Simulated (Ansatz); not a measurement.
Two structures, one formula

Two relaxed structures of AlBNH5, singlet (PBE0-D4/def2-TZVP; forces vanish, vibrations not checked).

A:

B1  (-0.623, 0.197, 0.434)
N2  (-0.774, 1.064, -0.641)
Al3  (1.043, -1.149, 0.453)
H4  (-1.532, 1.725, -0.720)
H5  (-0.140, 1.100, -1.423)
H6  (-1.463, 0.274, 1.291)
H7  (2.083, -1.122, -0.766)
H8  (1.344, -2.205, 1.610)
(Å)

B:

```csv
atom,x (Å),y (Å),z (Å)
B1,-0.3049,-0.0176,-2.3088
N2,0.0542,-0.1142,-1.1145
Al3,0.6059,-0.3336,0.5620
H4,-0.4754,1.6958,0.8345
H5,-0.6438,0.0771,-3.4278
H6,-0.2129,1.6310,1.5381
H7,2.0567,0.1548,0.9628
H8,-0.2960,-1.1631,1.5631
```

Program: Ansatz 0.2.0. Basis: def2-TZVPP. Cores are frozen in the correlated methods. B3LYP uses VWN-RPA correlation.

Problem. Which structure is lower at CCSD(T), and by how much? (To be estimated.)

Solution. By the calculation: B, by 1.80 kcal/mol (electronic energy, against the other). By their contacts, A is AlBNH₅ ([NH2][BH][AlH2]) and B is a complex of AlBNH₃ ([BH][N][AlH2]) + H₂.

Problem. Do the other methods give the same order? (Judge from chemistry; the calculation decides.)

Solution. By the calculation: Not all: PBE-D4, PBE0-D4 give the other order.

| method | E(B) − E(A) (kcal/mol) |
| --- | --- |
| PBE-D4 | 1.99 |
| r2SCAN-D4 | -1.25 |
| PBE0-D4 | 4.03 |
| B3LYP-D4 | -2.46 |
| wB97M-V | -1.69 |
| HF | -0.99 |
| MP2 | -5.39 |
| CCSD | -0.61 |
| CCSD(T) | -1.80 |

No T1 diagnostic of these runs exceeds 0.015.

Labels in which every atom is bracketed show which atoms are joined, not bond orders.

For scale, one of the runs: CCSD(T)/def2-TZVPP, 174 basis functions, launched by `ansatz run in.yaml --threads 2 --pin off --events-out ev --progress --plain --max-ram 4352MiB`. Hardware: 2 CPU threads of an AMD EPYC 7R43, shared host. Wall time 35 s; peak host memory 1.5 GiB.
